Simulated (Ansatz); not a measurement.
in.yaml

```yaml
crystal:
  periodic: [false, false, false]
  atoms:
    - {symbol: Ge, position_ang: [0.039732, 0.020894, 0.746521]}
    - {symbol: S, position_ang: [-0.051773, -0.081686, -1.709636]}
    - {symbol: H, position_ang: [-0.841029, 1.193791, 1.247865]}
    - {symbol: H, position_ang: [-0.533679, -1.335172, 1.216430]}
    - {symbol: H, position_ang: [0.158351, 1.234206, -1.876745]}
basis:
  gaussian: {orbitals: cc-pVDZ}
magnetization: {spin_polarized: true, initial_magnetization: 1}
correlation: {method: ccsdt_q, electrons: outside_noble_gas}
```

```sh
$ ansatz run in.yaml --threads 1 --pin off --events-out ev --progress --plain --max-ram 2393MiB
```

Output:

```
1194 factors; integrals over basis functions are off by at most 2.3e-7 eV
mean field evaluation 1: about -67335.9520 eV, gradient 1.0e1 eV
mean field evaluation 2: about -67335.9731 eV, gradient 1.0e1 eV
mean field evaluation 4: about -67337.0604 eV, gradient 1.6e0 eV
mean field evaluation 8: about -67337.1108 eV, gradient 2.3e-1 eV
mean field evaluation 16: about -67337.1133 eV, gradient 1.8e-6 eV
mean field evaluation 32: about -67332.6815 eV, gradient 7.0e0 eV
mean field -67337.11327657 eV, -2474.5932701793 hartree, gradient 1.8e-6 eV, S^2 0.757293; 0 other end points of the search recorded, 0 dependent functions left out
19 core orbitals not correlated: weight in the atoms' cores, before any rotation towards them, 0.999 or more for the frozen orbitals, at most 0.000 for the correlated occupied ones
reference -67337.11327657 eV, -2474.5932701793 hartree; 7, 6 occupied and 34, 35 virtual orbitals, 1194 factors
second order -5.89901355 eV of doubles, -0.00000000 eV of singles
cycle   1  -6.60769867 eV  change   -7.1e-1 eV  update   8.1e-2
cycle   2  -7.00004812 eV  change   -3.9e-1 eV  update   3.6e-2
cycle   3  -7.13295748 eV  change   -1.3e-1 eV  update   2.2e-2
cycle   4  -7.12477638 eV  change    8.2e-3 eV  update   9.3e-3
cycle   5  -7.12939527 eV  change   -4.6e-3 eV  update   6.6e-3
cycle   6  -7.13193275 eV  change   -2.5e-3 eV  update   3.5e-3
cycle   7  -7.13152447 eV  change    4.1e-4 eV  update   2.1e-3
cycle   8  -7.13224683 eV  change   -7.2e-4 eV  update   9.3e-4
cycle   9  -7.13251664 eV  change   -2.7e-4 eV  update   4.0e-4
cycle  10  -7.13225782 eV  change    2.6e-4 eV  update   2.0e-4
cycle  11  -7.13226041 eV  change   -2.6e-6 eV  update   1.0e-4
cycle  12  -7.13231270 eV  change   -5.2e-5 eV  update   4.8e-5
cycle  13  -7.13236518 eV  change   -5.2e-5 eV  update   2.8e-5
cycle  14  -7.13239067 eV  change   -2.5e-5 eV  update   1.4e-5
cycle  15  -7.13238872 eV  change    1.9e-6 eV  update   6.7e-6
cycle  16  -7.13238655 eV  change    2.2e-6 eV  update   3.7e-6
cycle  17  -7.13238636 eV  change    2.0e-7 eV  update   1.9e-6
cycle  18  -7.13238689 eV  change   -5.3e-7 eV  update   1.2e-6
cycle  19  -7.13238763 eV  change   -7.5e-7 eV  update   6.4e-7
perturbative correction -0.01494240 eV, -0.0005491230 hartree
Total energy: -67344.26060660 eV, -2474.8559297133 hartree
```

Ran on 1 thread of Arm Neoverse V1, shared host: 99 s wall, 0.63 GiB peak host memory.
